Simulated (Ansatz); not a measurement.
Molecular dynamics of CH₆Si

Input:

```yaml
crystal:
  periodic: [false, false, false]
  atoms:
    - { symbol: Si, position_ang: [-0.161907, 0.486141, 0.639717] }
    - { symbol: H, position_ang: [-0.761098, 1.7064, 1.416386] }
    - { symbol: C, position_ang: [1.856012, 0.270183, 0.401351] }
    - { symbol: H, position_ang: [2.351096, 0.755638, 1.256174] }
    - { symbol: H, position_ang: [2.073714, -0.742923, 0.467934] }
    - { symbol: H, position_ang: [2.242032, 0.534606, -0.53597] }
    - { symbol: H, position_ang: [-1.011858, 0.350556, -0.648849] }
    - { symbol: H, position_ang: [-0.477474, -0.669858, 1.693733] }
basis:
  gaussian: { orbitals: "6-31G*" }
hamiltonian:
  xc: b3lyp
  dispersion: d4
md:
  timestep: 1.0
  n_steps: 250
  ensemble: nve
  temperature: 300.0
  initial_velocities: maxwell_boltzmann
  seed: 550413
```

Launched with:

```bash
$ ansatz run input.yaml --threads 1 --pin off --max-ram 2048MiB --backend cpu --events-out ev --progress --plain --runs-dir out
```

It goes on from the last frame of an earlier run, with new velocities.

Output, in part (step lines, the closing report, with atoms numbered from 0):

```
md step     0: t =     0.00 fs  T =   300.0 K  F+E_penalty+E_count = -9012.22129904 eV  E_kin = 0.232668 eV  conserved = -9011.98863104 eV  (21 SCF iters)
[... lines left out ...]
Total energy: -9012.54228397 eV, -331.2048200155 hartree
Atom 0 at    -0.139560     0.471160     0.650978 Å, force     1.427390     1.202660    -1.540296 eV/Å
Atom 1 at    -0.669055     1.823927     0.973938 Å, force     0.346293     0.221317    -0.097680 eV/Å
Atom 2 at     1.788933     0.277661     0.401581 Å, force    -0.499232     0.913686    -1.349956 eV/Å
Atom 3 at     2.243725     0.338222     1.341887 Å, force     0.675340    -0.059514     1.942548 eV/Å
Atom 4 at     2.061091    -0.697270     0.000551 Å, force    -0.225434    -0.253358    -0.178539 eV/Å
Atom 5 at     2.380422     1.038380    -0.179559 Å, force    -1.058042    -0.438151     0.059861 eV/Å
Atom 6 at    -0.862751     0.045431    -0.548992 Å, force    -0.201787    -0.222115    -0.384026 eV/Å
Atom 7 at    -0.560370    -0.285981     1.745091 Å, force    -0.464529    -1.364524     1.548087 eV/Å
Dipole moment:     0.174734    -0.038148     0.016919 e Å
```

The steps, from the saved trajectory:

| time (fs) | T (K) | potential energy less start (eV) | conserved less start (meV/atom) |
| --- | --- | --- | --- |
| 0 | 300 | 0.000 | 0.00 |
| 8 | 574 | -0.218 | -0.71 |
| 16 | 486 | -0.145 | -0.14 |
| 24 | 336 | -0.030 | -0.32 |
| 32 | 473 | -0.138 | -0.45 |
| 40 | 744 | -0.351 | -0.76 |
| 48 | 506 | -0.165 | -0.70 |
| 56 | 406 | -0.087 | -0.70 |
| 64 | 864 | -0.448 | -1.38 |
| 72 | 631 | -0.263 | -0.80 |
| 80 | 600 | -0.244 | -1.41 |
| 88 | 565 | -0.208 | -0.39 |
| 96 | 700 | -0.323 | -1.67 |
| 104 | 432 | -0.103 | -0.04 |
| 112 | 609 | -0.251 | -1.35 |
| 120 | 289 | 0.014 | 0.64 |
| 128 | 720 | -0.336 | -1.18 |
| 136 | 516 | -0.167 | 0.14 |
| 144 | 375 | -0.064 | -0.74 |
| 152 | 441 | -0.109 | 0.08 |
| 160 | 763 | -0.368 | -1.06 |
| 168 | 448 | -0.116 | -0.12 |
| 176 | 502 | -0.169 | -1.51 |
| 184 | 580 | -0.219 | -0.22 |
| 192 | 728 | -0.342 | -1.22 |
| 200 | 485 | -0.148 | -0.50 |
| 208 | 491 | -0.161 | -1.57 |
| 216 | 756 | -0.361 | -0.89 |
| 224 | 627 | -0.260 | -0.78 |
| 232 | 399 | -0.079 | -0.23 |
| 240 | 702 | -0.323 | -1.47 |
| 248 | 529 | -0.182 | -0.54 |

The run went to its last step. The conserved energy stayed within 2 meV per atom of its start (net change -0.91 meV per atom), so the integration is sound. The kinetic energy rose, since the run started high on the potential surface and went downhill. A run of 0.25 ps of so small a system gives no equilibrium averages.

The same pairs are bonded in the first frame and the last. Pairs count as bonded within 1.25 times the sum of covalent radii (0.12 Å more for H–H).

Last frame:

```xyz
8
Properties=species:S:1:pos:R:3
Si -0.140 0.471 0.651
H -0.669 1.824 0.974
C 1.789 0.278 0.402
H 2.244 0.338 1.342
H 2.061 -0.697 0.001
H 2.380 1.038 -0.180
H -0.863 0.045 -0.549
H -0.560 -0.286 1.745
```

The run took 4 min on 1 thread of Arm Neoverse V2, on a shared host, peak memory 0.09 GiB.
